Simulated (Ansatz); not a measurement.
Input file:

```yaml
crystal:
  periodic: [false, false, false]
  atoms:
    - {symbol: Br, position_ang: [0.000000, 0.000000, -1.426000]}
    - {symbol: H, position_ang: [0.000000, 0.000000, 0.094000]}
    - {symbol: O, position_ang: [0.000000, 0.000000, 1.332000]}
basis:
  gaussian: {orbitals: cc-pVDZ}
magnetization: {spin_polarized: false, initial_magnetization: 2}
correlation: {method: ccsd_t, electrons: outside_noble_gas}
```

```sh
$ ansatz run in.yaml --threads 1 --pin off --events-out ev --progress --plain --max-ram 2393MiB
```

Q: Roughly how long does this take on 1 thread of Arm Neoverse V2, shared host, and how much host memory?

A: 8.5 s wall and 0.11 GiB.

```
488 factors; integrals over basis functions are off by at most 1.5e-3 eV
mean field evaluation 1: about -72039.1197 eV, gradient 3.5e1 eV
mean field evaluation 2: about -72039.1234 eV, gradient 3.5e1 eV
mean field evaluation 4: about -72045.8539 eV, gradient 1.8e1 eV
mean field evaluation 8: about -72047.7772 eV, gradient 1.4e0 eV
mean field evaluation 16: about -72047.7892 eV, gradient 1.0e-5 eV
mean field evaluation 32: about -72047.7892 eV, gradient 3.4e-3 eV
mean field evaluation 64: about -72046.2740 eV, gradient 2.8e-3 eV
mean field evaluation 96: about -72047.7679 eV, gradient 7.1e-1 eV
mean field evaluation 128: about -72047.9006 eV, gradient 7.4e-2 eV
mean field evaluation 160: about -72047.7811 eV, gradient 5.0e-1 eV
...
mean field evaluation 576: about -72041.2069 eV, gradient 3.1e-3 eV
mean field evaluation 608: about -72047.5453 eV, gradient 2.7e0 eV
mean field evaluation 640: about -72046.2629 eV, gradient 1.5e0 eV
mean field evaluation 672: about -72046.3509 eV, gradient 6.2e-4 eV
mean field evaluation 704: about -72041.7013 eV, gradient 5.3e0 eV
mean field -72047.90255688 eV, -2647.7115831431 hartree, gradient 7.3e-6 eV, S^2 2.000000; 18 other end points of the search recorded, 0 dependent functions left out
mean field evaluation 736: about -72043.0225 eV, gradient 2.0e1 eV
mean field evaluation 768: about -72048.1587 eV, gradient 1.6e-1 eV
mean field evaluation 800: about -72046.5134 eV, gradient 9.8e-1 eV
mean field evaluation 832: about -72047.4151 eV, gradient 7.3e0 eV
determinant -72047.90255688 eV, -2647.7115831431 hartree, with singles and doubles -72055.33322876 eV, -2647.9846552979 hartree
determinant -72047.78920860 eV, -2647.7074176706 hartree, with singles and doubles -72055.70113483 eV, -2647.9981755965 hartree
determinant -72046.35090071 eV, -2647.6545608305 hartree, with singles and doubles -72054.32407566 eV, -2647.9475696053 hartree
determinant -72046.27400313 eV, -2647.6517348964 hartree, with singles and doubles -72054.21293102 eV, -2647.9434851152 hartree
determinant -72047.90255688 eV, -2647.7115831431 hartree, with singles and doubles -72055.35010177 eV, -2647.9852753696 hartree
determinant -72047.78920860 eV, -2647.7074176706 hartree, with singles and doubles -72055.70436671 eV, -2647.9982943660 hartree
15 core orbitals not correlated: weight in the atoms' cores, before any rotation towards them, 1.000 or more for the frozen orbitals, at most 0.000 for the correlated occupied ones
reference -72047.78920860 eV, -2647.7074176706 hartree; 8, 6 occupied and 23, 25 virtual orbitals, 488 factors
second order -6.82596364 eV of doubles, -0.18049185 eV of singles
cycle   1  -7.91515837 eV  change   -2.6e-7 eV  update   1.4e-6
perturbative correction -0.13994673 eV, -0.0051429475 hartree
Total energy: -72055.84431370 eV, -2648.0034373229 hartree
```

The determinant lies 0.11 eV above the lowest one of its kind in the log.
